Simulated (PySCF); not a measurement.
# Frontier levels across methods

C5H5F.
Z-matrix (Å and degrees, PBE0-D3(BJ)/def2-SVP geometry), rows numbered from 1:
```
C 
C   1  1.3371
F   2  1.3354  1  120.64
C   2  1.4330  1  124.89  3  -179.94
C   4  1.3033  2  151.05  1   179.62
C   4  1.4961  2  144.68  1    -0.25
H   1  1.0895  2  119.47  3  -179.96
H   1  1.0908  2  120.77  3     0.01
H   5  1.0862  4  149.78  6   179.78
H   6  1.1020  4  119.47  5   106.38
H   6  1.1021  4  119.47  5  -106.36
```

Basis pcSseg-2 throughout (PySCF), one geometry. Isolated species at its PBE0-D3(BJ)/def2-SVP geometry (one conformer only).

Question: How do the orbital energies, the gap and the dipole change with the method?

Answer: 
```json
{"method": "BLYP", "kind": "GGA", "HOMO (eV)": "-5.69", "LUMO (eV)": "-2.11", "gap (eV)": "3.58", "μ (D)": "0.99", "SCF cycles": "18"}
{"method": "B97-D", "kind": "GGA", "HOMO (eV)": "-5.78", "LUMO (eV)": "-2.14", "gap (eV)": "3.63", "μ (D)": "0.98", "SCF cycles": "15"}
{"method": "OPBE", "kind": "GGA", "HOMO (eV)": "-5.81", "LUMO (eV)": "-2.16", "gap (eV)": "3.65", "μ (D)": "0.91", "SCF cycles": "17"}
{"method": "KT2", "kind": "GGA", "HOMO (eV)": "-5.82", "LUMO (eV)": "-2.20", "gap (eV)": "3.62", "μ (D)": "1.01", "SCF cycles": "17"}
{"method": "PBE", "kind": "GGA", "HOMO (eV)": "-5.84", "LUMO (eV)": "-2.26", "gap (eV)": "3.59", "μ (D)": "0.97", "SCF cycles": "17"}
{"method": "KT3", "kind": "GGA", "HOMO (eV)": "-5.85", "LUMO (eV)": "-2.18", "gap (eV)": "3.66", "μ (D)": "0.98", "SCF cycles": "15"}
{"method": "BP86", "kind": "GGA", "HOMO (eV)": "-5.92", "LUMO (eV)": "-2.33", "gap (eV)": "3.59", "μ (D)": "0.98", "SCF cycles": "16"}
{"method": "LDA", "kind": "LDA", "HOMO (eV)": "-6.01", "LUMO (eV)": "-2.49", "gap (eV)": "3.52", "μ (D)": "1.06", "SCF cycles": "16"}
{"method": "B97-2", "kind": "global hybrid", "HOMO (eV)": "-6.62", "LUMO (eV)": "-1.38", "gap (eV)": "5.24", "μ (D)": "1.07", "SCF cycles": "14"}
{"method": "B3LYP", "kind": "global hybrid", "HOMO (eV)": "-6.67", "LUMO (eV)": "-1.55", "gap (eV)": "5.11", "μ (D)": "1.09", "SCF cycles": "14"}
{"method": "PBE0", "kind": "global hybrid", "HOMO (eV)": "-6.86", "LUMO (eV)": "-1.34", "gap (eV)": "5.51", "μ (D)": "1.08", "SCF cycles": "14"}
{"method": "mPW1PW91", "kind": "global hybrid", "HOMO (eV)": "-6.87", "LUMO (eV)": "-1.35", "gap (eV)": "5.52", "μ (D)": "1.08", "SCF cycles": "14"}
{"method": "BHandHLYP", "kind": "global hybrid", "HOMO (eV)": "-7.74", "LUMO (eV)": "-0.30", "gap (eV)": "7.43", "μ (D)": "1.20", "SCF cycles": "13"}
{"method": "CAM-B3LYP", "kind": "range-separated hybrid", "HOMO (eV)": "-8.10", "LUMO (eV)": "-0.25", "gap (eV)": "7.85", "μ (D)": "1.15", "SCF cycles": "13"}
{"method": "wB97X-D", "kind": "range-separated hybrid", "HOMO (eV)": "-8.60", "LUMO (eV)": "0.42", "gap (eV)": "9.02", "μ (D)": "1.09", "SCF cycles": "14"}
{"method": "HF", "kind": "Hartree–Fock", "HOMO (eV)": "-9.01", "LUMO (eV)": "2.32", "gap (eV)": "11.32", "μ (D)": "1.28", "SCF cycles": "12"}
{"method": "LC-wPBE", "kind": "range-separated hybrid", "HOMO (eV)": "-9.40", "LUMO (eV)": "0.85", "gap (eV)": "10.26", "μ (D)": "1.13", "SCF cycles": "14"}
```

The HOMO spans 3.71 eV, from BLYP down to LC-wPBE, and the gap runs from 3.52 eV (LDA) to 11.32 eV (HF). Over the methods BLYP (0 %), B97-D (0 %), OPBE (0 %), KT2 (0 %), PBE (0 %), KT3 (0 %), BP86 (0 %), LDA (0 %), B97-2 (21 %), B3LYP (20 %), PBE0 (25 %), mPW1PW91 (25 %), BHandHLYP (50 %), HF (100 %), a straight line through the gap against the share of exact exchange rises by 0.77 eV for each 10 % (correlation coefficient 1.000). The dipole ranges from 0.91 D (OPBE) to 1.28 D (HF). This basis has no diffuse functions.

The vertical ΔSCF ionisation energy at CAM-B3LYP/def2-SVPD is 8.96 eV; −ε(HOMO) comes closest to it with HF (9.01 eV).
